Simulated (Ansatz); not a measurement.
Match the barriers

Saddle point of CH9NSi, closed shell (CH₆Si ([CH3][SiH3]) + NH₃ → CH₇NSi ([CH3][SiH2][NH2]) + H₂; bonds formed: Si1–N7, H2–H6; bonds broken: Si1–H2, H6–N7), PBE0-D4/def2-TZVP structure:

```json
{"atom": "Si1", "x (Å)": "-0.6545", "y (Å)": "0.1024", "z (Å)": "0.0344"}
{"atom": "H2", "x (Å)": "0.0553", "y (Å)": "-1.6126", "z (Å)": "-0.3631"}
{"atom": "H3", "x (Å)": "-1.9668", "y (Å)": "-0.5817", "z (Å)": "-0.0647"}
{"atom": "H4", "x (Å)": "-1.0805", "y (Å)": "1.5598", "z (Å)": "-0.0134"}
{"atom": "C5", "x (Å)": "0.3693", "y (Å)": "0.0446", "z (Å)": "1.5996"}
{"atom": "H6", "x (Å)": "0.3940", "y (Å)": "-0.9492", "z (Å)": "-1.2738"}
{"atom": "N7", "x (Å)": "0.2745", "y (Å)": "0.1825", "z (Å)": "-1.6066"}
{"atom": "H8", "x (Å)": "0.0472", "y (Å)": "0.8127", "z (Å)": "2.3068"}
{"atom": "H9", "x (Å)": "0.3207", "y (Å)": "-0.9404", "z (Å)": "2.0643"}
{"atom": "H10", "x (Å)": "1.4186", "y (Å)": "0.2351", "z (Å)": "1.3549"}
{"atom": "H11", "x (Å)": "1.1102", "y (Å)": "0.7576", "z (Å)": "-1.6126"}
{"atom": "H12", "x (Å)": "-0.2880", "y (Å)": "0.3891", "z (Å)": "-2.4257"}
```

Program: Ansatz 0.2.0. Basis: def2-TZVPP, with def2-QZVPP for the basis limit. Cores are frozen in the correlated methods. Extrapolation: Hartree–Fock as exp(−7.88 √X), correlation as X^−2.97. Four methods, as single points on the PBE0-D4 structures, gave these electronic barriers from the start structure: 38.25, 41.35, 45.97, 60.31 kcal/mol.

The methods were, in alphabetical order, HF, MP2, PBE-D4, PBE0-D4. Which gave which? (Judge from chemistry; the calculation decides.)

Computed: PBE-D4 38.25; PBE0-D4 41.35; MP2 45.97; HF 60.31 kcal/mol. For comparison, CCSD(T) at an estimated basis limit (MP2 extrapolated from triple and quadruple zeta, plus CCSD(T) − MP2 in triple zeta) gives 46.59 kcal/mol.

T1 diagnostic: at most 0.011.

Labels in which every atom is bracketed show which atoms are joined, not bond orders.

For scale, one of the runs: CCSD(T)/def2-TZVPP, 230 basis functions, launched by `ansatz run in.yaml --threads 4 --pin off --events-out ev --progress --plain --max-ram 9574MiB`. The run took 58 s on 4 CPU threads of an Arm Neoverse V1 (shared host), with 3.9 GiB of host memory at its peak.
